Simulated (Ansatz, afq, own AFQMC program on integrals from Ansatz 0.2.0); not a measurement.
Two steps: Ansatz 0.2.0 writes the Fock matrix and Cholesky factors of the valence space, and afq projects on them the lowest state that overlaps trial and start.

```yaml
crystal:
  periodic: [false, false, false]
  atoms:
    - {symbol: B, position_ang: [0.000000, 0.024631, 0.707241]}
    - {symbol: N, position_ang: [0.000000, -0.043245, -0.619792]}
    - {symbol: H, position_ang: [0.000000, 1.115161, 1.232352]}
    - {symbol: H, position_ang: [0.000000, -0.969115, 1.385961]}
    - {symbol: H, position_ang: [0.000000, 0.190722, -1.591212]}
basis:
  gaussian: {orbitals: cc-pVDZ}
magnetization: {spin_polarized: true, initial_magnetization: 1}
correlation: {method: ccsd_t, electrons: outside_noble_gas, hamiltonian_folder: ham}
```

```sh
$ ansatz run in.yaml --threads 1 --pin off --events-out ev --progress --plain --max-ram 1843MiB
```

afq runs on the folder ham with

```
--method phaseless --trial cisd --walkers 60 --populations 1 --least-time 40 --time-step 0.005 --steps-per-block 50 --equilibration-blocks 28 --max-blocks 300 --target-error 0.0004 --factor-cut 1e-05 --start spin_pure --seed 6820 --release-times 0.24,0.51,0.99,1.62,2.4 --release-step 0.03 --release-every 4 --taylor-order 6
```

Times are imaginary, in 1/Eh. The walk had a cap of 1706 s.

Log:

```
orbitals 41  electrons 6 5  factors 322 of 397
reference energy -80.84705710 Eh
CCSD correlation -0.25953025 Eh in 13 cycles, weight of the determinant in the CISD state 0.8816
energy of the start -81.105815 Eh
 block  time / (1/Eh)  mean weight  energy / Eh
     1     0.250  0.9976  -81.103343
     2     0.500  1.0029  -81.105769
     3     0.750  0.9981  -81.107803
     4     1.000  0.9993  -81.108343
     5     1.250  1.0002  -81.108438
     7     1.750  0.9997  -81.111541
     9     2.250  0.9989  -81.116078
    17     4.250  0.9983  -81.114111
    33     8.250  1.0016  -81.108243
    49    12.250  0.9997  -81.115627
    65    16.250  0.9988  -81.110563
    81    20.250  1.0015  -81.110498
    97    24.250  0.9996  -81.113610
   113    28.250  1.0009  -81.108379
   129    32.250  0.9995  -81.122040
   145    36.250  1.0005  -81.116080
   161    40.250  1.0017  -81.106031
   169    42.250  0.9993  -81.128553
   177    44.250  0.9998  -81.117909
   193    48.250  0.9988  -81.111497
   209    52.250  0.9985  -81.113685
   225    56.250  1.0005  -81.110077
   241    60.250  0.9970  -81.108270
   257    64.250  0.9988  -81.113984
   273    68.250  0.9972  -81.114177
   289    72.250  1.0001  -81.119674
   305    76.250  1.0000  -81.112730
   321    80.250  1.0004  -81.118955
blocks merged  error / Eh  count
     1  0.000247  300
     2  0.000301  150
     4  0.000349  75
     8  0.000374  37
    16  0.000357  18
    32  0.000444  9
released: time / (1/Eh)  energy / Eh  error  mean overlap
  0.24  -81.114786  0.000382  1.0011
  0.51  -81.115372  0.000396  0.9886
  0.99  -81.115645  0.000481  0.9770
  1.62  -81.115132  0.000496  0.9754
  2.40  -81.115411  0.000746  0.9762
energy -81.114574 +/- 0.000374 Eh
(rows thinned)
```

The run passed its tests (sampling time, drift between the halves within three errors, error under three times the target), which doesn't prove that it has relaxed.

Against this walk (error 10.2 meV) on the same determinant: CCSD(T) 24.4 meV higher. The error is statistical and leaves out the bias of the constraint. Released to 2.40 1/Eh the energy moves by -23 ± 23 meV (both errors), within twice the noise.

Cautions: constraint bias not in the error.

The walk took 6 min on 1 thread of AMD EPYC 9R45 96-Core Processor (Zen 5), on a shared host. The log's last line is the phaseless energy.

A walk keeps the symmetry of its determinant, which the program's search chose and which needn't be the lowest solution, so a lower state of the same spin and another symmetry isn't excluded.
